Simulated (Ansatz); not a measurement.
The same path of C$_{2}$H$_{4}$S (7 atoms, charge 0, multiplicity 1) was run twice with different band settings. The coordinate that changes most is the dihedral H4–C1–C2–S3.

These are results of RHF/cc-pVDZ in Ansatz 0.2.0, not measurements.

Relaxed end points:

```xyz
7
Properties=species:S:1:pos:R:3
C -0.913 0.310 -0.556
C 0.196 0.227 0.156
S 0.711 -1.274 0.962
H -1.538 -0.554 -0.750
H -1.235 1.261 -0.962
H 0.811 1.099 0.339
H 2.029 -1.137 0.765
```

```xyz
7
Properties=species:S:1:pos:R:3
C -0.912 0.308 -0.559
C 0.195 0.228 0.158
S 0.709 -1.271 0.969
H -1.232 1.259 -0.967
H -1.534 -0.556 -0.753
H 0.809 1.101 0.342
H 2.026 -1.138 0.766
```

Common settings: movable images 9; climbing image yes; optimiser quadratic models (default); start path IDPP; force threshold 0.03 eV/Å; iteration limit 60; end points relaxed.

| run | spring |
| --- | --- |
| 1 | 5.0 eV/Å² |
| 2 | 50.0 eV/Å² |

**Question.** What does each run give, and how far can it be trusted?

**Answer.** Run 1: converged after 41 iterations, highest image 3.949 eV above the first end. Neighbouring images differ by up to 1.5 eV, so the band resolves the path poorly. A vibrational analysis at the climbing image gives one clearly imaginary mode, 2046i cm⁻¹: a first-order saddle point.
Run 2: not converged after 60 iterations, highest image 3.953 eV above the first end. The band didn't meet its force threshold, so its energies are provisional: the largest band force was still 0.34 eV/Å, and over the last iterations the top moved between 3.95 and 3.97 eV.
